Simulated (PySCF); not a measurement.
Cartesian coordinates (Å):
SMILES: N
```xyz
4

N     -0.0026    -0.0005     0.3201
H     -0.4678     0.8147    -0.1090
H     -0.4703    -0.8129    -0.1115
H      0.9405    -0.0012    -0.0991
```
Charge 0, multiplicity 1.

Problem. Estimate the total energy, HOMO–LUMO gap and dipole moment that TPSSh-D3(BJ)/def2-TZVP // BP86-D3(BJ)/def2-SVP run with PySCF returns for this input.

Solution. 
```json
{
  "total_energy": "-56.5810 Ha",
  "HOMO–LUMO gap": "7.58 eV",
  "dipole_moment": "1.81 D"
}
```
